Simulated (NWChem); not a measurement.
Everything below was run with NWChem. System: CHF₃, charge 0, spin multiplicity 3, at the geometry of a parent with another charge or spin, in a state set for the comparison that need not be this species' ground state. Its SCF solution wasn't tested for a lower state.

Input file:

```
start mol
memory heap 200 mb stack 900 mb global 1100 mb
geometry units angstroms nocenter noautoz
  F      0.077835    -0.630672     1.078383
  C     -0.331824     0.026153     0.000000
  F      0.077835    -0.630672    -1.078383
  F      0.224611     1.231370     0.000000
  H     -1.431582     0.112843     0.000000
  symmetry group Cs
end
basis spherical
  * library def2-svp
end
dft
  xc slater vwn_5
  odft
  mult 3
  semidirect memsize 60000000 filesize 0
  iterations 100
end
task dft energy
```

The output up to the point where the run's verdict is printed (cleaned and shortened):

```
             Northwest Computational Chemistry Package (NWChem) 7.3.0
             --------------------------------------------------------

                                NWChem Input Module
                                -------------------

 Scaling coordinates for geometry "geometry" by  1.889725989
 (inverse scale =  0.529177249)

 Turning off AUTOSYM since
 SYMMETRY directive was detected!

                             Geometry "geometry" -> ""
                             -------------------------

 Output coordinates in angstroms (scale by  1.889725989 to convert to a.u.)

  No.       Tag          Charge          X              Y              Z
 ---- ---------------- ---------- -------------- -------------- --------------
    1 F                    9.0000     0.07783500    -0.63067200     1.07838300
    2 C                    6.0000    -0.33182400     0.02615300     0.00000000
    3 F                    9.0000     0.07783500    -0.63067200    -1.07838300
    4 F                    9.0000     0.22461100     1.23137000     0.00000000
    5 H                    1.0000    -1.43158200     0.11284300     0.00000000

 Effective nuclear repulsion energy (a.u.)     134.2283782719

            Nuclear Dipole moment (a.u.)
            ----------------------------
        X                 Y               Z
 ---------------- ---------------- ----------------
     0.0000056692    -0.0000094486     0.0000000000

      Symmetry information
      --------------------

 Group name             Cs
 Group number              2
 Group order               2
 No. of unique centers     4

      Symmetry unique atoms

     1    2    4    5


 Summary of "ao basis" -> "" (spherical)
 ------------------------------------------------------------------------------
       Tag                 Description            Shells   Functions and Types
 ---------------- ------------------------------  ------  ---------------------
 *                          def2-svp                  on all atoms

                                 NWChem DFT Module
                                 -----------------
[...]
 d= 0,ls=0.5,diis    75   -335.2769579339 -8.30D-05  1.69D-03  2.17D-03     2.7
                                                     4.30D-05  2.70D-03
 d= 0,ls=0.5,diis    76   -335.2769717519 -1.38D-05  1.94D-03  2.60D-03     2.7
                                                     4.57D-05  3.29D-03
 d= 0,ls=0.5,diis    77   -335.2773209390 -3.49D-04  1.78D-03  2.52D-03     2.8
                                                     3.97D-05  3.11D-03
 d= 0,ls=0.5,diis    78   -335.2775989053 -2.78D-04  1.89D-03  2.55D-03     2.8
                                                     7.10D-05  3.17D-03
 d= 0,ls=0.5,diis    79   -335.2780143346 -4.15D-04  2.57D-03  2.40D-03     2.8
                                                     1.73D-04  2.97D-03
 d= 0,ls=0.5,diis    80   -335.2788448232 -8.30D-04  2.44D-03  1.66D-03     2.9
                                                     1.82D-04  1.90D-03
 d= 0,ls=0.5,diis    81   -335.2795278613 -6.83D-04  2.44D-03  1.18D-03     2.9
                                                     9.95D-05  1.28D-03
 d= 0,ls=0.5,diis    82   -335.2799447473 -4.17D-04  2.38D-03  1.19D-03     2.9
                                                     1.09D-04  1.30D-03
 d= 0,ls=0.5,diis    83   -335.2804000990 -4.55D-04  2.30D-03  1.09D-03     3.0
                                                     7.76D-05  1.18D-03
 d= 0,ls=0.5,diis    84   -335.2807722071 -3.72D-04  2.07D-03  1.13D-03     3.0
                                                     1.76D-04  1.24D-03
 d= 0,ls=0.5,diis    85   -335.2813298406 -5.58D-04  2.12D-03  7.92D-04     3.0
                                                     3.92D-04  8.22D-04
 d= 0,ls=0.5,diis    86   -335.2820541409 -7.24D-04  1.84D-03  1.87D-04     3.1
                                                     3.07D-04  4.35D-05
 d= 0,ls=0.5,diis    87   -335.2823762378 -3.22D-04  1.85D-03  2.62D-04     3.1
                                                     1.14D-04  9.05D-05
 d= 0,ls=0.5,diis    88   -335.2827100796 -3.34D-04  1.72D-03  2.15D-04     3.1
                                                     1.31D-04  4.63D-05
 d= 0,ls=0.5,diis    89   -335.2829923571 -2.82D-04  1.68D-03  2.52D-04     3.2
                                                     8.72D-05  8.55D-05
 d= 0,ls=0.5,diis    90   -335.2832860812 -2.94D-04  1.53D-03  2.34D-04     3.2
                                                     9.44D-05  7.22D-05
 d= 0,ls=0.5,diis    91   -335.2835445726 -2.58D-04  1.52D-03  2.55D-04     3.2
                                                     8.30D-05  1.03D-04
 d= 0,ls=0.5,diis    92   -335.2837927047 -2.48D-04  1.33D-03  2.69D-04     3.3
                                                     1.92D-04  1.24D-04
 d= 0,ls=0.5,diis    93   -335.2838842756 -9.16D-05  1.34D-03  5.41D-04     3.3
                                                     6.67D-05  4.34D-04
 d= 0,ls=0.5,diis    94   -335.2841455568 -2.61D-04  1.35D-03  4.33D-04     3.3
                                                     4.40D-05  3.17D-04
 d= 0,ls=0.5,diis    95   -335.2844032081 -2.58D-04  1.21D-03  3.37D-04     3.4
                                                     2.34D-04  2.19D-04
 d= 0,ls=0.5,diis    96   -335.2842901264  1.13D-04  1.06D-03  9.43D-04     3.4
                                                     1.26D-04  9.17D-04
 d= 0,ls=0.5,diis    97   -335.2843372754 -4.71D-05  1.02D-03  1.14D-03     3.4
                                                     1.22D-04  1.12D-03
 d= 0,ls=0.5,diis    98   -335.2843611087 -2.38D-05  1.02D-03  1.37D-03     3.5
                                                     1.46D-04  1.37D-03
 d= 0,ls=0.5,diis    99   -335.2842212154  1.40D-04  9.14D-04  1.88D-03     3.5
                                                     6.77D-05  1.94D-03
 d= 0,ls=0.5,diis   100   -335.2843834858 -1.62D-04  8.81D-04  1.75D-03     3.5
                                                     8.09D-05  1.76D-03
```

The run did not converge; its last values are not results. The next line reads: Calculation failed to converge. NWChem stopped with the message: dft energy failed.
